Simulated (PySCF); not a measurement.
# Fractional electron number in Ne (neon, neutral)

The 2p beta orbital of [Ne] is emptied in steps (occupation f), with all orbitals relaxed, ending at [He] 2s2 2p5. All numbers are calculated (PySCF 2.14, no relativity, point nucleus, in aug-pcseg-2 (5s4p3d2f, 46 functions)). The exact energy is a straight line in f; departures are measured from the line between the end points of the same method.

Question: Among UHF, LDA, PBE, PBE0, r2SCAN, LC-wPBE, BHandHLYP, wB97X, MN15, CAM-B3LYP, which shows the largest delocalisation error (convex curve), and which is closest to linear?

Answer: Most convex: LDA (-2.210 eV at f = 0.5); closest to linear: BHandHLYP (-0.681 eV).

```
   f  UHF (eV)  LDA (eV)  PBE (eV)  PBE0 (eV)  r2SCAN (eV)  LC-wPBE (eV)  BHandHLYP (eV)  wB97X (eV)  MN15 (eV)  CAM-B3LYP (eV)
   1     0.000     0.000     0.000      0.000        0.000         0.000           0.000       0.000      0.000           0.000
0.75     0.611    -1.640    -1.574     -1.034       -1.403        -0.570          -0.498      -0.568     -0.865          -0.775
 0.5     0.770    -2.210    -2.110     -1.385       -1.852        -0.764          -0.681      -0.761     -1.154          -1.047
0.25     0.548    -1.672    -1.585     -1.039       -1.374        -0.569          -0.522      -0.565     -0.861          -0.792
   0     0.000     0.000     0.000      0.000        0.000         0.000           0.000       0.000      0.000           0.000
```

```tsv
method	E(f=0) − E(f=1) (eV)	−ε at f=1 (eV)	−ε at f=0.5 (eV)
UHF	19.697	23.156	19.529
LDA	22.201	13.568	22.114
PBE	21.693	13.367	21.664
PBE0	21.484	16.018	21.468
r2SCAN	21.518	14.001	21.605
LC-wPBE	21.802	18.805	21.801
BHandHLYP	21.303	18.724	21.240
wB97X	21.497	18.512	21.502
MN15	21.671	17.082	21.679
CAM-B3LYP	21.760	17.689	21.715
```

Reference removal energy between the ground levels: 21.565 eV (measured; NIST Atomic Spectra Database, ionization energies). The calculation has no spin-orbit coupling. UHF lacks correlation.
